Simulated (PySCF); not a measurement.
Rows and methods have been separated. Pair them.

Compound: C3H9PS.
Z-matrix (Å and degrees, PBE0-D3(BJ)/def2-TZVP geometry), rows numbered from 1:
```
C 
P   1  1.8117
C   2  1.8119  1  104.27
C   2  1.8119  1  104.33  3  -108.83
S   2  1.9377  1  114.21  3   125.53
H   1  1.0923  2  111.56  3    57.43
H   1  1.0906  2  108.56  3   178.56
H   1  1.0905  2  108.63  3   -63.71
H   3  1.0905  2  108.58  1  -174.65
H   3  1.0925  2  111.44  1   -53.63
H   3  1.0905  2  108.76  1    67.49
H   4  1.0924  2  111.41  1    54.43
H   4  1.0903  2  108.74  1   -66.84
H   4  1.0910  2  108.51  1   175.30
```

The closed-shell ground state was solved 3 times with PySCF (density fitting, gas phase), always in the pcSseg-2 basis (320 functions), with these functionals: B97-2, KT3 and wB97X-D. Geometry: PBE0-D3(BJ)/def2-TZVP; no solvent, vibrations or thermal averaging.

```json
{"row": "P", "total energy (Eh)": "-859.3762", "HOMO (eV)": "-8.14", "LUMO (eV)": "1.79", "dipole (D)": "5.10"}
{"row": "Q", "total energy (Eh)": "-866.7657", "HOMO (eV)": "-5.28", "LUMO (eV)": "-0.70", "dipole (D)": "4.68"}
{"row": "R", "total energy (Eh)": "-859.4240", "HOMO (eV)": "-6.08", "LUMO (eV)": "0.18", "dipole (D)": "4.96"}
```

Task: Which functional belongs to which row?

Result: P = wB97X-D, Q = KT3, R = B97-2. By rising HOMO–LUMO gap: KT3 (GGA) 4.58 eV; B97-2 (global hybrid, 21 % exact exchange) 6.26 eV; wB97X-D (range-separated hybrid) 9.93 eV. Total energies of different functionals aren't bounds to one another; each is stationary for its own functional.

Note: wB97X-D ran without an empirical dispersion term, which enters the total energy and its gradient alone.
